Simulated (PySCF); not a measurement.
Computed with PBE-D3(BJ)/def2-TZVP in PySCF. All species are isolated molecules in the gas phase. 

Reference species (SMILES): `F[Si](F)(F)F` (neutral, multiplicity 1).

```
Quantity                 Result
----------------------  -------
HOMO–LUMO gap           9.80 eV
S1 oscillator strength    0.000
```

Changed species: `Br[Si](Br)(Br)Br` (4 of 4 F replaced by Br; the reference has 0 of 4 F replaced by Br).

**Question.** What does the change do to the HOMO–LUMO gap and S1 oscillator strength?

**Answer.** the HOMO–LUMO gap decreases by 5.11 eV, to 4.69 eV; the S1 oscillator strength stays essentially unchanged.
